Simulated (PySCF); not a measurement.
# C4H10O: the cost of one run

Programs: PySCF 2.14.0, with density-fitted response routines of our own. Each step states its level of theory. These are calculated values for one molecule, in the gas phase or a continuum, unless marked as measured. Atoms are numbered from 0 throughout.

## 1. The starting structure

15 atoms, charge 0, multiplicity 1; geometry from: GFN2-xTB. The atoms were then displaced at random by about 0.01 Å, so the start is not that level's minimum.

Bonds of the start (Å): C0–C1 1.56, C1–C2 1.53, C1–C3 1.51, C3–O4 1.43, C0–H5 1.07, C0–H6 1.09, C0–H7 1.06, C1–H8 1.12, C2–H9 1.11, C2–H10 1.08, C2–H11 1.08, C3–H12 1.08, C3–H13 1.14, O4–H14 0.97.

## 2. Geometry optimisation at PBE0-D3(BJ)/def2-SVP

The job: settings as JSON, then the geometry in Å.

```
{"job": {"xc": "PBE0", "basis": "def2-SVP", "d3": "d3bj", "grid": 1, "shake": 0.01, "kind": "geom"}, "charge": 0, "multiplicity": 1}
C      1.287250    -0.762410     0.168830
C     -0.004080     0.090630     0.353390
C      0.267970     1.579440     0.158840
C     -1.051830    -0.362420    -0.629070
O     -1.475910    -1.710830    -0.444500
H      1.993380    -0.506690     0.935760
H      1.721800    -0.527910    -0.804830
H      1.042520    -1.791230     0.201900
H     -0.373990    -0.058850     1.395410
H      1.055230     1.906860     0.872360
H     -0.616740     2.170940     0.350640
H      0.640700     1.775280    -0.838700
H     -0.735980    -0.306130    -1.659200
H     -1.975420     0.302860    -0.540280
H     -1.790240    -1.816930     0.472220
```

On the command line:

```bash
OMP_NUM_THREADS=1 python probes_run.py task.json out
```

The driver reads the jobs from task.json and runs them one after another.

Q: Estimate the wall time and peak memory of this first job on 1 thread of Arm Neoverse V2, shared host.

About 28 s, with a peak of 0.49 GiB.
